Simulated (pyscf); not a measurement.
hydrogen fluoride (HF) + •HC=CH–F → F–CH=CH–F + H atom (H•) (atom transfer; doublet surface; F–H broken, C–F formed). Single points on ωB97X-D3(BJ)/def2-SVP structures (PySCF, gas phase). MP2 and CC: frozen core, UHF for open shells. ΔMP2 is the change of the MP2 total energy from the triple- to the quadruple-zeta basis. Energies in kcal/mol from the separated reactants.

```csv
level,barrier,reaction energy
ωB97X-D3(BJ)/def2-TZVP,…,+11.7
r²SCAN/def2-TZVP,42.4,+15.4
B3LYP-D3(BJ)/def2-TZVP,43.9,+14.9
M06-2X/def2-TZVP,50.9,+12.9
MP2/def2-QZVPP,57.7,+8.2
CCSD/def2-TZVPP,57.9,+18.0
CCSD(T)/def2-TZVPP + ΔMP2(QZVPP),…,…
```

### Question
Complete the blanks.

### Answer

- ωB97X-D3(BJ)/def2-TZVP, barrier: 50.5
- CCSD(T)/def2-TZVPP + ΔMP2(QZVPP), barrier: 54.5
- CCSD(T)/def2-TZVPP + ΔMP2(QZVPP), reaction energy: +16.9

F–CH=CH–F lies 11.0 kcal/mol over its isomer H₂C=C(F)–F, and others may lie lower still (electronic energy, ωB97M-D3(BJ)). This is the saddle that the search found; another between the same sides may lie lower. The angle at the transferred F is 179°. The CCSD(T) − MP2 part came from Ansatz, without density fitting, on the same reference. A UHF reference is spin-contaminated (<S²> up to 1.00), which harms MP2 most.
